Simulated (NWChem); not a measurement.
**HBe (+1) in NWChem**

SMILES: [BeH+]
```xyz
2

Be     0.0000     0.0000     0.2663
H      0.0000     0.0000    -1.0654
```
Charge +1, spin multiplicity 1.

Everything below was run with NWChem. The geometry was optimised at PBE0/def2-SVP, a minimum by its harmonic frequencies.

Symmetry labels belong to the abelian group C2v used in the runs, with the axes of the coordinates shown; states degenerate in a higher group split over its labels.

The spin multiplicity of the parent species was assumed, not shown to be that of its ground state. The structure started from a generated list of species.

Q: List the lowest 3 singlet excitations that TD-PBE/def2-SVPD gives, with oscillator strengths.

A: 
```tsv
state	symmetry	energy (eV)	wavelength (nm)	f
1	a1	5.14	241	0.124
2	b1	7.15	174	0.241
3	b2	7.15	174	0.241
```
